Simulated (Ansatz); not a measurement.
# Al2F (quartet): wave-function methods side by side at a displaced geometry (v1), cc-pVDZ

Aim: climb from Hartree-Fock through coupled cluster for Al2F (quartet) at one geometry and basis, and see what each rung misses.

Program: Ansatz 0.2.0, Gaussian basis. Level of theory: cc-pVDZ, correlated electrons: outside noble gas. These are calculated values, not measurements.

Plan: UHF; CCSD(T) on ROHF; CCSD(T) on UHF; BCCD(T) on ROHF; CISD; CCSDT(Q) on ROHF; CCSDT(Q) on UHF.

## 1. What is computed

The geometry is a PBE0/def2-TZVP stationary point (not a proven minimum) with its atoms shifted at random (size 0.040 Å).

3 atoms, charge 0, spin multiplicity 4.

Atoms are counted from 1 here; the program's logs count them from 0.

Bond lengths: Al1–Al2 2.349 Å, Al2–F3 1.691 Å. Angles: Al1–Al2–F3 177.1°.

In the tables R marks a restricted open-shell determinant and U an unrestricted one; correlation energies count from the lowest restricted Hartree-Fock solution.

## 2. UHF

File in.yaml:

```yaml
crystal:
  periodic: [false, false, false]
  atoms:
    - {symbol: Al, position_ang: [-0.015433, -0.009008, 2.129440]}
    - {symbol: Al, position_ang: [-0.016266, -0.025151, -0.219913]}
    - {symbol: F, position_ang: [0.031698, 0.034159, -1.909527]}
basis:
  gaussian: {orbitals: cc-pVDZ}
magnetization: {spin_polarized: true, initial_magnetization: 3}
hamiltonian: {xc: hf}
output: {orbitals: {seedname: orbitals}}
```

On the command line:

```console
ansatz run in.yaml --threads 1 --pin off --events-out ev --progress --plain --max-ram 2393MiB
```

The runs that follow: CCSD(T) on ROHF; CCSD(T) on UHF; BCCD(T) on ROHF; CISD; CCSDT(Q) on ROHF; CCSDT(Q) on UHF.

Before running them: what should the planned runs give, taken together? Wanted: correlation energy, UCCSDT(Q); RMP2 from UCCSDT(Q); UMP2 from UCCSDT(Q); RCCSD from UCCSDT(Q); RCCSD(T) from UCCSDT(Q); UCCSD(T) from UCCSDT(Q); RCCSDT(Q) from UCCSDT(Q); T1 diagnostic.

As calculated:

```
                                      quantity                      value
                 correlation energy, UCCSDT(Q)                 -8.0175 eV
                           RMP2 from UCCSDT(Q)            +17.12 kcal/mol
                           UMP2 from UCCSDT(Q)            +17.30 kcal/mol
                          RCCSD from UCCSDT(Q)             +6.14 kcal/mol
                       RCCSD(T) from UCCSDT(Q)             +1.39 kcal/mol
                       UCCSD(T) from UCCSDT(Q)             +1.39 kcal/mol
                      RCCSDT(Q) from UCCSDT(Q)             +0.08 kcal/mol
levels of the table within 1 kcal/mol (43 meV)  RCCSDT, UCCSDT, RCCSDT(Q)
                                 T1 diagnostic                      0.030
```

In words: RCCSD(T) misses by +1.39 kcal/mol, 0.8 % of the correlation energy. These misses are within one basis, not against nature; the frozen cores of restricted and unrestricted runs differ, which can shift their rows.
